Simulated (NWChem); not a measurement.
Molecule: phosphine (PH3); SMILES P

```xyz
4

P      0.0000     0.0000     0.1336
H      0.4028    -1.1193    -0.6421
H     -1.1707     0.2109    -0.6421
H      0.7680     0.9085    -0.6421
```
Atoms are numbered in this order, from 1.

All runs: NWChem. Geometry optimised at PBE0-D3(BJ)/def2-TZVP; all other runs use it. Pople sets run with spherical d functions.

| quantity | level | value |
|---|---|---|
| isotropic polarisability (bohr³) at 589 nm | PBE0/aug-cc-pVDZ | 31.5 |
| −ε(HOMO) (eV) | BHandHLYP/aug-cc-pVDZ | 8.93 |
| vertical, lowest state with f > 0.02, singlet (eV) | B3LYP/def2-SVPD, TDA | 7.06 |
| first 1s excitation (eV), P K edge, unshifted | PBE/6-311G**, TDA | 2075.8 |
| dipole (D) | PBE0-D3(BJ)/def2-TZVP | 0.70 |
| highest harmonic frequency (cm⁻¹) | PBE0-D3(BJ)/def2-TZVP | 2422 |
